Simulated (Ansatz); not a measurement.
Isolated molecules relaxed with PBE0-D4/def2-TZVP in Ansatz; ΔE leaves out vibrations. CCSD(T)/CBS adds triple-zeta CCSD(T) − MP2 to the extrapolated MP2 energy (def2 sets, frozen cores). This one scheme is used for every species. Functionals use def2-TZVPP. B3LYP here is the variant with VWN-RPA as its local correlation; programs differ in this. HSE06 is defined as in plane-wave codes. Each species was taken in one conformer, which may not be the lowest.

Reaction (hydrogenolysis of a C–S bond): `SC1CCCC1` + H₂ → `C1CCCC1` + H₂S

| level | ΔE (kcal/mol) | difference from CCSD(T)/CBS |
| --- | --- | --- |
| LDA (SPW92) | -13.4 | 0.7 |
| PBE-D4 | -13.4 | 0.7 |
| revPBE-D4 | -11.9 | 2.2 |
| BLYP-D4 | -13.5 | 0.6 |
| r2SCAN-D4 | -14.1 | 0.0 |
| B97M-V | -15.9 | -1.8 |
| PBE0-D4 | -14.6 | -0.5 |
| B3LYP-D4 | -14.8 | -0.7 |
| r2SCANh-D4 | -14.5 | -0.4 |
| r2SCAN0-D4 | -15.0 | -0.9 |
| HSE06-D4 | -14.6 | -0.5 |
| BHLYP-D4 | -16.1 | -2.0 |
| CAM-B3LYP-D4 | -15.9 | -1.8 |
| ωB97X-V | -14.8 | -0.7 |
| ωB97M-V | -14.7 | -0.6 |
| B2PLYP | -16.1 | -2.0 |
| PBE-QIDH | -15.0 | -0.9 |
| PBE | -15.3 | -1.2 |
| revPBE | -16.3 | -2.2 |
| BLYP | -17.4 | -3.3 |
| r2SCAN | -14.7 | -0.6 |
| PBE0 | -16.3 | -2.2 |
| B3LYP | -17.8 | -3.7 |
| r2SCANh | -15.1 | -1.0 |
| HSE06 | -16.2 | -2.1 |
| BHLYP | -18.6 | -4.5 |
| CAM-B3LYP | -17.6 | -3.5 |
| LC-ωPBE | -16.6 | -2.5 |
| HF/def2-SVP | -22.5 | -8.4 |
| MP2/def2-SVP | -14.4 | -0.3 |
| CCSD/def2-SVP | -17.4 | -3.3 |
| HF/def2-TZVPP | -20.9 | -6.8 |
| SCS-MP2/def2-TZVPP | -14.4 | -0.3 |
| CCSD/def2-TZVPP | -16.5 | -2.4 |
| CCSD(T)/def2-TZVPP | -14.9 | -0.8 |
| HF/def2-QZVPP | -20.9 | -6.8 |
| SCS-MP2/def2-QZVPP | -13.9 | 0.2 |
| HF/CBS(def2) | -20.9 | -6.8 |
| MP2/CBS(def2) | -12.1 | 2.0 |
| CCSD/CBS(def2) | -15.7 | -1.6 |
| CCSD(T)/CBS | -14.1 | 0 |

Largest T1 diagnostic among the species: 0.009.

In def2-TZVPP, CCSD(T) changes the Hartree–Fock value by +6.0 kcal/mol (the triples alone add +1.6 kcal/mol) and MP2 by +8.0 kcal/mol. The D4 term adds +3.1 kcal/mol with B3LYP and +1.7 kcal/mol with PBE0; it sums over pairs of atoms, weighted by their polarisabilities, and B3LYP, whose exchange is more repulsive, gets the larger term.
